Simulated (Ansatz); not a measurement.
A calculation with Ansatz (development build ahead of 0.2.0).

```yaml
crystal:
  periodic: [false, false, false]
  atoms:
    - { symbol: C, position_ang: [0.98921, 0.0, 0.1172] }
    - { symbol: C, position_ang: [0.0, 0.98921, -0.1172] }
    - { symbol: C, position_ang: [-0.98921, 0.0, 0.1172] }
    - { symbol: C, position_ang: [0.0, -0.98921, -0.1172] }
    - { symbol: H, position_ang: [1.29203, 0.0, 1.08431] }
    - { symbol: H, position_ang: [1.81339, 0.0, -0.47148] }
    - { symbol: H, position_ang: [0.0, 1.29203, -1.08431] }
    - { symbol: H, position_ang: [0.0, 1.81339, 0.47148] }
    - { symbol: H, position_ang: [-1.81339, 0.0, -0.47148] }
    - { symbol: H, position_ang: [-1.29203, 0.0, 1.08431] }
    - { symbol: H, position_ang: [0.0, -1.81339, 0.47148] }
    - { symbol: H, position_ang: [0.0, -1.29203, -1.08431] }
basis:
  gaussian: { orbitals: cc-pVDZ }
hamiltonian:
  xc: hf
correlation:
  method: mp2
  frozen_orbitals: { C: 1, H: 0 }
```

The input is written out in the form of the current development build from the run's settings.

Output:

```yaml
Converged: yes
Reference_energy: -156.02370 hartree
Correlation_energy: -0.55625 hartree
Total_energy: -156.57995 hartree
Spin_squared_of_the_determinant: 0.000
```

Caution: no unrestricted run beside it, a lower state can exist.
